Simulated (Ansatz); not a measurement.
**Fluorite SrCl2**

Computed with r²SCAN in Ansatz (plane waves, PAW).

Settings: plane-wave cutoff 560 eV, 8×8×8 k mesh, Fermi–Dirac smearing 0.01 eV, scalar-relativistic PAW data made under PBE.

Cell: measured lattice: a = 6.974 Å, b = 6.974 Å, c = 6.974 Å, α = 90.00°, β = 90.00°, γ = 90.00°.

```yaml
band_gap: 5.97 eV
smallest_direct_gap_on_the_k_points_sampled: 5.99 eV
"Γ–Γ gap": 6.32 eV
```

Measured, for comparison: band gap 7.5 eV (temperature not stated, no zero-point or thermal correction; as tabulated in Aguado et al. (1999), arXiv:cond-mat/9901145).

Note: cell and atoms aren't relaxed at this level (pressure 0.3 GPa).

Spin–orbit coupling is not included.

Computed values are for the static lattice.

Cost on a shared machine: about 14 core-seconds (a rough figure).

Ansatz is an electronic-structure program.
